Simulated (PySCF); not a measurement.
From one molecule to another.

First species: C₄H₅BO.
Z-matrix (Å and degrees, PBE0-D3(BJ)/def2-SVP geometry), rows numbered from 1:
```
B 
C   1  1.5249
C   2  1.4464  1  130.89
C   3  1.3556  2  106.82  1  -179.86
O   4  1.3621  3  110.13  2    -0.00
C   5  1.3315  4  107.36  3    -0.01
H   1  1.2095  2  120.99  3     0.05
H   1  1.2104  2  119.65  3   179.99
H   3  1.0882  2  126.53  1     0.11
H   4  1.0868  3  134.15  2  -179.98
H   6  1.0887  2  131.83  1    -0.14
```

Second species: Beryllium dihydride, BeH2.
SMILES: `[BeH2]`

Levels: PBE0/def2-SVPD for dipole moment, HOMO energy, LUMO energy, HOMO–LUMO gap, static isotropic polarisability and electronic spatial extent ⟨r²⟩ about the centre of nuclear charge; TDDFT PBE0/def2-SVPD for lowest singlet excitation; TDA PBE0/def2-SVPD for lowest triplet excitation (Tamm–Dancoff); ΔSCF PBE0/def2-SVPD for vertical ionisation energy; PBE0-D3(BJ)/def2-SVP for smallest rotational constant. Geometries: PBE0-D3(BJ)/def2-SVP. Each structure is a single optimised conformer of the isolated species, non-relativistic unless stated; the electronic structure was computed with PySCF and density fitting.

(1) Which has the higher T1 energy?

(2) Which has the higher HOMO energy?

(3) Which of the two has the higher ⟨r²⟩, and by how much?

(4) Which of the two has the higher smallest rotational constant, and by how much?

(5) Which of the two has the higher static isotropic polarisability, and by how much?

(6) Which has the higher vertical ionisation energy?

(7) Which has the higher S1 energy?

(8) Which of the two has the higher HOMO–LUMO gap, and by how much?

## Answers

(1) The second: 5.59 eV against 3.37 eV, a difference of 2.22 eV.

(2) The first: -7.18 eV against -8.83 eV, a difference of 1.65 eV.

(3) The first: 484 bohr² against 32 bohr², a difference of 452 bohr².

(4) The second: 139.763 GHz against 2.575 GHz, a difference of 137.188 GHz.

(5) The first: 63.5 au against 20.6 au, a difference of 42.9 au.

(6) The second: 11.81 eV against 9.21 eV, a difference of 2.60 eV.

(7) The second: 6.23 eV against 4.65 eV, a difference of 1.58 eV.

(8) The second: 7.93 eV against 5.46 eV, a difference of 2.47 eV.

On the first: The dipole equals about 4.2 × 10⁻³⁰ C·m (1 D = 3.33564 × 10⁻³⁰ C·m). The vertical singlet–triplet gap S1 − T1 is 1.28 eV (TDDFT singlet less Tamm–Dancoff triplet; S1: HOMO→LUMO, weight 0.95; T1: HOMO→LUMO, weight 0.88).

On the second: The 10 singlets span 6.23 to 10.33 eV, and their oscillator strengths add up to 0.91. No computed singlet falls in the visible range (750 to 380 nm, 1.65 to 3.26 eV); S1 lies 2.97 eV above its blue end.
